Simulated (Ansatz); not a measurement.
`[AlH2][SiH2]Cl` + NH₃ → `N[SiH2][AlH2]` + HCl  (ligand exchange at the Si–Cl bond)

Isolated molecules relaxed with PBE0-D4/def2-TZVP in Ansatz; ΔE leaves out vibrations. CCSD(T)/CBS adds triple-zeta CCSD(T) − MP2 to the extrapolated MP2 energy (def2 sets, frozen cores). This one scheme is used for every species. Functionals use def2-TZVPP. B3LYP here is the variant with VWN-RPA as its local correlation; programs differ in this. One conformer a species, not always the lowest.

Q: Is it downhill or uphill in electronic energy at CCSD(T)/CBS, and by how much? (An estimate is asked.)

A: The calculation gave: Uphill: ΔE = +13.7 kcal/mol.

Q: What do these levels give: B3LYP-D4, ωB97M-V, MP2/def2-SVP, CCSD/def2-TZVPP, CCSD(T)/def2-TZVPP, MP2/CBS(def2)? (Estimate.)

A: The calculation gave: B3LYP-D4 13.5, ωB97M-V 13.6, MP2/def2-SVP 12.5, CCSD/def2-TZVPP 12.7, CCSD(T)/def2-TZVPP 12.8, MP2/CBS(def2) 14.5 kcal/mol.

Largest T1 diagnostic among the species: 0.011.

Leaving LDA and LC-ωPBE aside and taking each functional with its dispersion term where it has one, the values, not all of them listed here, spread over 1.5 kcal/mol, from CAM-B3LYP-D4 to HSE06-D4. LDA lies −2.2 kcal/mol from PBE without D4. At CCSD(T), def2-SVP lies −1.5 kcal/mol from the extrapolated value and def2-TZVPP −1.0 kcal/mol.
